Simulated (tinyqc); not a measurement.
Worked calculation: extended Hueckel theory, for H2O+. The parameters take no account of the charge, which enters only through the electron count. Computed by tinyqc, a small Python program that keeps every step (integrals from PySCF). Settings: charge = 1, K = 2.0, multiplicity = 2. Command: `OMP_NUM_THREADS=1 python tinyqc.py 28877 28878 out.jsonl` (the two numbers bound the seeds that draw the settings). One thread of a shared host (Intel(R) Xeon(R) Processor @ 2.60GHz), about 0.01 s of CPU time with the checks.

## Overlaps

Geometry (angstrom):
```
atom,x,y,z
O,0.000000,0.000000,0.000000
H,0.000000,0.779000,0.574000
H,0.000000,-0.779000,0.574000
```

Parameters chosen for this run:
```
element,shell,Slater exponent,H_ii (eV)
H,1s,1.300000,-13.600000
O,2s,2.275000,-32.300000
O,2p,2.275000,-14.800000
```

Slater orbitals, each expanded in six Gaussians scaled to its exponent.

overlap S:
```
,1O 2s,1O 2px,1O 2py,1O 2pz,2H 1s,3H 1s
1O 2s,1.000000,0.000000,0.000000,0.000000,0.454386,0.454386
1O 2px,0.000000,1.000000,0.000000,0.000000,0.000000,0.000000
1O 2py,0.000000,0.000000,1.000000,0.000000,0.313412,-0.313412
1O 2pz,0.000000,0.000000,0.000000,1.000000,0.230935,0.230935
2H 1s,0.454386,0.000000,0.313412,0.230935,1.000000,0.211356
3H 1s,0.454386,0.000000,-0.313412,0.230935,0.211356,1.000000
```

## Wolfsberg-Helmholz matrix

diagonal H_ii (eV): 1O 2s -32.300000, 1O 2px -14.800000, 1O 2py -14.800000, 1O 2pz -14.800000, 2H 1s -13.600000, 3H 1s -13.600000

K = 2.000000

H_ij = K' S_ij (H_ii + H_jj)/2 for i != j (the diagonal keeps H_ii), with K' = 2.

H (eV):
```
,1O 2s,1O 2px,1O 2py,1O 2pz,2H 1s,3H 1s
1O 2s,-32.300000,0.000000,0.000000,0.000000,-20.856303,-20.856303
1O 2px,0.000000,-14.800000,0.000000,0.000000,0.000000,0.000000
1O 2py,0.000000,0.000000,-14.800000,0.000000,-8.900893,8.900893
1O 2pz,0.000000,0.000000,0.000000,-14.800000,-6.558553,-6.558553
2H 1s,-20.856303,0.000000,-8.900893,-6.558553,-13.600000,-5.748880
3H 1s,-20.856303,0.000000,8.900893,-6.558553,-5.748880,-13.600000
```

## Orbitals

valence electrons = 7

Solve H C = S C e through S^(-1/2); fill by pairs from the bottom, a degenerate level sharing its electrons equally; each orbital has its largest coefficient positive (the first on a tie).

orbital energies (eV): -34.638005  -18.072793  -15.587452  -14.800000  3.948150  17.148238

occupations: 2.000000  2.000000  2.000000  1.000000  0.000000  0.000000

coefficients:
```
,MO1,MO2,MO3,MO4,MO5,MO6
1O 2s,0.806942,0.000000,-0.203568,0.000000,0.000000,0.950965
1O 2px,0.000000,0.000000,0.000000,1.000000,0.000000,0.000000
1O 2py,0.000000,0.700657,0.000000,0.000000,0.916963,0.000000
1O 2pz,-0.026772,0.000000,0.928126,0.000000,0.000000,0.540421
2H 1s,0.184339,0.354238,0.123502,0.000000,-0.847843,-0.820706
3H 1s,0.184339,-0.354238,0.123502,0.000000,0.847843,-0.820706
```

sum of one-electron energies = -151.396500 eV

## Mulliken analysis

P = C n C^T; charge = valence electrons (H 1, O 6) minus the sum of (P S)_ii on the atom; overlap population = 2 sum P_ij S_ij between two atoms.

charges: 1O 0.271556, 2H 0.364222, 3H 0.364222

Overlap populations:
```
pair,value
2-1,0.637146
3-1,0.637146
3-2,-0.064464
```
